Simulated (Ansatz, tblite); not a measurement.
# SiH2Me(SiH3) (CH₈Si₂): one state, many levels

Aim: run the singlet of SiH2Me(SiH3) (CH₈Si₂) at one geometry on many levels, and compare frontier levels, spin and run time.

Method: as each input shows; program: Ansatz 0.2.0, Gaussian basis.

The runs, in order: GFN1-xTB, GFN2-xTB, PBE-D4/def2-TZVP, r2SCAN-D4/def2-TZVP, HF/def2-TZVP, ωB97M-V/def2-TZVP, CAM-B3LYP-D4/def2-TZVP, PBE-D4/def2-SVP, PBE0-D4/def2-SVP, HF/STO-3G, CCSD(T)/def2-TZVPP, MP2/def2-TZVP.

2 further runs of the same task are left out: 2 set aside as unsound or not needed.

## Step 1: The structure

The geometry is that of the singlet, from an earlier relaxation (PBE-D4/def2-SVP).

11 atoms, charge 0, spin multiplicity 1.

Bond lengths: C1–Si2 1.897 Å, C1–H6 1.109 Å, C1–H7 1.109 Å, C1–H8 1.109 Å, Si2–Si3 2.355 Å, Si2–H4 1.509 Å, Si2–H5 1.508 Å, Si3–H9 1.508 Å, Si3–H10 1.506 Å, Si3–H11 1.508 Å. Angles: Si2–C1–H6 110.7°, Si2–C1–H7 110.8°, Si2–C1–H8 110.7°, H6–C1–H7 108.2°, H6–C1–H8 108.2°, H7–C1–H8 108.2°, C1–Si2–Si3 111.2°, C1–Si2–H4 110.3°, C1–Si2–H5 110.3°, Si3–Si2–H4 108.7°, Si3–Si2–H5 108.8°, H4–Si2–H5 107.5°, Si2–Si3–H9 110.4°, Si2–Si3–H10 111.3°, Si2–Si3–H11 110.4°, H9–Si3–H10 108.3°, H9–Si3–H11 107.9°, H10–Si3–H11 108.3°.

PBE0-D4/def2-TZVP was run before; its log isn't repeated, and its numbers join the tables.

## Step 2: GFN1-xTB

Tight binding, by tblite at 300 K electronic temperature and without a spin-polarisation term:

```python
tblite.interface.Calculator('GFN1-xTB', numbers, positions, charge=0, uhf=0).singlepoint()
```

Energy -275.3522 eV, HOMO -11.24 eV, LUMO -6.90 eV; 0.008 s.

## Step 3: GFN2-xTB

Tight binding, by tblite at 300 K electronic temperature and without a spin-polarisation term:

```python
tblite.interface.Calculator('GFN2-xTB', numbers, positions, charge=0, uhf=0).singlepoint()
```

Energy -262.6084 eV, HOMO -9.76 eV, LUMO -5.33 eV; 0.006 s.

## Step 4: PBE-D4/def2-TZVP

start.molden holds the orbitals of an earlier run on this state, given as this run's starting guess.

File in.yaml:

```yaml
crystal:
  periodic: [false, false, false]
  atoms:
    - {symbol: C, position_ang: [-0.193738, 1.735635, -0.119174]}
    - {symbol: Si, position_ang: [0.700128, 0.177595, 0.490034]}
    - {symbol: Si, position_ang: [-0.372436, -1.773530, -0.275966]}
    - {symbol: H, position_ang: [0.736433, 0.149800, 1.997846]}
    - {symbol: H, position_ang: [2.127758, 0.169224, 0.002882]}
    - {symbol: H, position_ang: [0.315546, 2.648643, 0.250171]}
    - {symbol: H, position_ang: [-1.241922, 1.754260, 0.241080]}
    - {symbol: H, position_ang: [-0.208526, 1.771707, -1.227023]}
    - {symbol: H, position_ang: [-1.787320, -1.834178, 0.241090]}
    - {symbol: H, position_ang: [0.351993, -3.012412, 0.181605]}
    - {symbol: H, position_ang: [-0.427926, -1.786754, -1.782544]}
basis:
  gaussian: {orbitals: def2-TZVP, initial_orbitals: start.molden}
hamiltonian: {xc: pbe, dispersion: d4}
scf: {omitted_lower_state_checks: [starts]}
output: {forces: true, orbitals: {seedname: orbitals}}
```

Launch:

```
ansatz run in.yaml --threads 2 --pin off --events-out ev --progress --plain --max-ram 4352MiB
```

Further steps of the session: r2SCAN-D4/def2-TZVP; HF/def2-TZVP; ωB97M-V/def2-TZVP; CAM-B3LYP-D4/def2-TZVP; PBE-D4/def2-SVP; PBE0-D4/def2-SVP; HF/STO-3G; CCSD(T)/def2-TZVPP; MP2/def2-TZVP.

Before running them: what should the planned runs give, taken together? Wanted: gap in def2-TZVP, named functionals and Hartree-Fock, smallest and largest; correlation energy, CCSD(T)/def2-TZVPP; correlation energy, MP2/def2-TZVP; binding an atom, CCSD(T)/def2-TZVPP; PBE0 total energy, smallest basis above largest.

**Answer**, as computed:

```
                                                                  quantity                            value
gap in def2-TZVP, named functionals and Hartree-Fock, smallest and largest  6.20 eV (PBE-D4), 13.63 eV (HF)
                                    correlation energy, CCSD(T)/def2-TZVPP                        -14.10 eV
                                         correlation energy, MP2/def2-TZVP                        -11.32 eV
                                       binding an atom, CCSD(T)/def2-TZVPP                         3.236 eV
                           PBE0 total energy, smallest basis above largest    6.70 eV (def2-SVP, def2-TZVP)
```

**Reading.** Orbital gaps of the named functionals and Hartree-Fock in def2-TZVP span 6.20 eV (PBE-D4) to 13.63 eV (HF); exact exchange widens it. A small miss in a minimal or small basis is a cancelling of errors, not accuracy. The functionals in def2-TZVP miss CCSD(T)/def2-TZVPP by +0.039 (PBE0-D4) to +0.075 eV (CAM-B3LYP-D4) an atom. The reference is CCSD(T) in one finite basis, so it carries an error of its own, often a tenth of an eV or more, and near misses can't be ranked.
